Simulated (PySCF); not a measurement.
# CH4O: the cost of one run

Method: levels as typed in each script, gas phase, geometry from GFN2-xTB; program: PySCF 2.14.0.

**1. Where the work starts**

SMILES `CO`, 6 atoms, charge 0, spin multiplicity 1.

Bond lengths: C1–O2 1.406 Å, C1–H3 1.088 Å, C1–H4 1.095 Å, C1–H5 1.096 Å, O2–H6 0.963 Å. Angles: O2–C1–H3 106.5°, O2–C1–H4 111.7°, O2–C1–H5 111.7°, H3–C1–H4 108.9°, H3–C1–H5 108.9°, H4–C1–H5 109.0°, C1–O2–H6 109.0°.

Geometry (Å):

```xyz
6

C     0.65974    0.02003    0.00005
O    -0.73925   -0.12279   -0.00003
H     1.07340   -0.98663   -0.00620
H     1.01375    0.54364    0.89459
H     1.01270    0.55443   -0.88887
H    -1.14427    0.75073    0.00042
```

**2. Removing and adding an electron (PBE0/def2-svp)**

input.py

```python
import numpy as np
from pyscf import gto, scf, dft
from pyscf.scf import atom_ks, atom_hf
from scipy.linalg import block_diag

def solve(mol, dm0=None, hcore=None):
    mf = (dft.UKS if mol.spin else dft.RKS)(mol, xc='pbe0')
    mf.grids.level = 3
    mf = mf.density_fit(auxbasis='def2-universal-jkfit')
    mf.conv_tol, mf.max_cycle = 1e-8, 80
    if hcore is not None:
        mf.get_hcore = lambda *args: hcore
    mf.kernel(dm0)
    if not mf.converged:
        mf = mf.newton().run(mf.mo_coeff, mf.mo_occ, max_cycle=30)
    assert mf.converged, 'SCF not converged'
    return mf

mol = gto.M(atom='''
C      0.65974     0.02003     0.00005
O     -0.73925    -0.12279    -0.00003
H      1.07340    -0.98663    -0.00620
H      1.01375     0.54364     0.89459
H      1.01270     0.55443    -0.88887
H     -1.14427     0.75073     0.00042
''', basis='def2-svp', charge=0, spin=0, verbose=4)
mf = solve(mol)
out = dict(e0=mf.e_tot, dm0=mf.make_rdm1(), c=mf.mo_coeff, occ=mf.mo_occ, eps=mf.mo_energy)
for name, dq, spin in [('cation', 1, 1), ('anion', -1, 1)]:
    ion = mol.copy().set(charge=mol.charge + dq, spin=spin).build()
    mi = solve(ion)
    if spin and dq > 0 and mol.nao < 130:
        c, _, stable, _ = mi.stability(return_status=True)
        if not stable:
            mi = solve(ion, mi.make_rdm1(c, mi.mo_occ))
    print(name, 'vertical energy change / eV', (mi.e_tot - mf.e_tot) * 27.211386)
    out.update({'e_' + name: mi.e_tot, 'dm_' + name: mi.make_rdm1(), 's2_' + name: mi.spin_square()[0], 'eps_' + name: mi.mo_energy, 'occ_' + name: mi.mo_occ})
# spherically averaged free atoms, for the promolecule
atm = atom_ks.get_atm_nrks(mol, xc='pbe0')
pro = block_diag(*[(atm[a[0]][2] * atm[a[0]][3]) @ atm[a[0]][2].T for a in mol._atom])
np.savez('result.npz', pro=pro, **out)
```

The run is started by

```bash
$ OMP_NUM_THREADS=1 python input.py
```

Q: Estimate wall time and peak memory on 1 thread of Intel Xeon Platinum 8259CL at 2.50GHz (Skylake/Cascade Lake), shared host.

About 29 s, with a peak of 0.32 GiB.
